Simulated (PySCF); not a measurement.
TDDFT excited states: C4H3FO

Species: C₄H₃FO.
InChI=1S/C4H3FO/c5-4-1-2-6-3-4/h1-3H

Level of theory: TDDFT B3LYP/def2-SVPD, vertical, gas phase, core orbitals frozen in the response (PySCF 2.14.0, density-fitted response routines). Isolated species at its GFN2-xTB geometry, gas phase.

Q: What does the calculation give for the low-lying excited states?

A: 

```json
{"state": "S1", "E (eV)": "6.12", "ν̃ (cm⁻¹)": "49380", "f": "0.149", "|μ| (D)": "2.53", "symmetry": "A′", "main configurations (H = HOMO, L = LUMO)": "H→L (92%)"}
{"state": "S2", "E (eV)": "6.42", "ν̃ (cm⁻¹)": "51750", "f": "0.0005", "|μ| (D)": "0.15", "symmetry": "–", "main configurations (H = HOMO, L = LUMO)": "H→L+1 (98%)"}
{"state": "S3", "E (eV)": "6.57", "ν̃ (cm⁻¹)": "53010", "f": "0.0069", "|μ| (D)": "0.53", "symmetry": "A″", "main configurations (H = HOMO, L = LUMO)": "H→L+2 (97%)"}
{"state": "S4", "E (eV)": "6.80", "ν̃ (cm⁻¹)": "54840", "f": "0.035", "|μ| (D)": "1.16", "symmetry": "A′", "main configurations (H = HOMO, L = LUMO)": "H-1→L (59%), H→L+3 (36%)"}
{"state": "S5", "E (eV)": "7.16", "ν̃ (cm⁻¹)": "57740", "f": "0.024", "|μ| (D)": "0.94", "symmetry": "A″", "main configurations (H = HOMO, L = LUMO)": "H→L+4 (96%)"}
{"state": "S6", "E (eV)": "7.63", "ν̃ (cm⁻¹)": "61500", "f": "0.0001", "|μ| (D)": "0.06", "symmetry": "–", "main configurations (H = HOMO, L = LUMO)": "H→L+5 (90%)"}
{"state": "S7", "E (eV)": "7.68", "ν̃ (cm⁻¹)": "61960", "f": "0.0007", "|μ| (D)": "0.15", "symmetry": "–", "main configurations (H = HOMO, L = LUMO)": "H→L+6 (89%)"}
{"state": "S8", "E (eV)": "7.74", "ν̃ (cm⁻¹)": "62420", "f": "0.0098", "|μ| (D)": "0.58", "symmetry": "A″", "main configurations (H = HOMO, L = LUMO)": "H-1→L+1 (92%)"}
```

Triplets (Tamm–Dancoff): T1 4.04 eV, H→L (95%); T2 5.41 eV, H-1→L (73%), H→L+3 (25%); T3 6.20 eV, H→L+3 (70%), H-1→L (24%).

The lowest singlet lies at 6.12 eV (202 nm, ultraviolet) and is of moderate strength; its leading configuration is HOMO→LUMO (92%). The lowest level is also the most intense of those listed (f = 0.149). Löwdin shares by element: HOMO carbon 80% (atoms not listed hold the other 20%); LUMO carbon 57% or more, oxygen 20% (atoms not listed hold the other 23%). The listed states span 1.62 eV, and the widest gap between neighbours is 0.47 eV (S5 to S6). The oscillator strengths of these states sum to 0.226; summed over the whole spectrum of an exact calculation they would give the number of electrons, 44 (Thomas–Reiche–Kuhn). Weighted by f, the mean energy of these states is 6.43 eV. Symmetry labels in Cs follow from the direction of the transition dipole and are given only for states with f of 0.002 or more. Singlets were solved by full linear response, triplets in the Tamm–Dancoff approximation.
